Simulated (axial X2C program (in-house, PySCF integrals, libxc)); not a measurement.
# Potential curves of LiB⁻, with spin–orbit coupling

All values were computed with an in-house all-electron X2C program for linear molecules (integrals from PySCF). Two-component (2c) means X2C with spin–orbit coupling and atomic mean-field two-electron Coulomb and Gaunt terms. Basis: B dyall-av3z [8s7p3d2f], Li dyall-av3z [9s9p3d] (cores contracted in-house); Gaussian nuclei, density fitting, unrestricted open shells. Masses: B 11.009 u, Li 7.016 u.

State: Ω = 1/2 (⟨Sz⟩ = 1.50, ⟨Lz⟩ = -1.00 at HF). Energies in eV from the lowest point of each curve. Fits are polynomials in 1 − R0/R over 0.85 to 1.23 times the lowest point R0.

```csv
R (Å),CCSD(T),BP86,HF
1.9662,,0.1694,0.1809
2.0566,0.0756,0.0697,0.0726
2.1244,0.0298,0.0270,0.0267
2.1922,0.0062,0.0053,0.0042
2.2600,0.0000,0.0000,0.0000
2.3391,0.0097,0.0097,0.0129
2.4182,0.0331,0.0320,0.0400
2.5199,0.0773,0.0736,0.0895
2.6442,,0.1366,0.1640
2.8250,,0.2389,0.2850
```

Correlated methods: 5 electrons correlated (number of frozen shells: B 1 s; Li 1 s), 199 virtual spin orbitals or spinors in MP2, 72 natural virtuals in coupled cluster.

Occupations by symmetry block were frozen at the best pattern of an incomplete PBE0 search. Density functionals use the spin component along the axis (collinear). CCSD and (T) use frozen natural virtuals with an MP2 correction for the truncation; (T) itself is uncorrected, so its De runs slightly low. Other states lie close and PBE0, whose exact exchange favours high spin, may order them wrongly; the determinant shown need not be the ground state. The nearest other 2c determinant of the search, Ω = 5/2, lies 0.00 eV up at the distance of the search. The functionals have no current-density term, which raises determinants with orbital currents, atoms included. The spin of this state cannot come from the lowest atoms; the curve heads to a higher limit, and no De is given. With several unpaired electrons one determinant need not be a pure state. At some level and bond length an empty orbital lies below a filled one. The highest occupied level of some functionals is positive through self-interaction error; at Hartree–Fock it is bound. Coupled cluster ran on the points near the minimum only. MP2 and coupled cluster on one determinant become unreliable at the stretched end.

What are Re and ωe at the CCSD(T) level?

At CCSD(T), 2c: Re = 2.254 Å, ωe ≈ 437 cm⁻¹; Be follows as 0.774 cm⁻¹.

Fit the BP86 curve near its minimum: give the equilibrium distance and the harmonic wavenumber.

At BP86, 2c: Re = 2.251 Å, ωe ≈ 425 cm⁻¹; Be follows as 0.776 cm⁻¹.

Fit the HF curve near its minimum: give the equilibrium distance and the harmonic wavenumber.

At HF, 2c: Re = 2.244 Å, ωe ≈ 456 cm⁻¹; Be follows as 0.781 cm⁻¹.
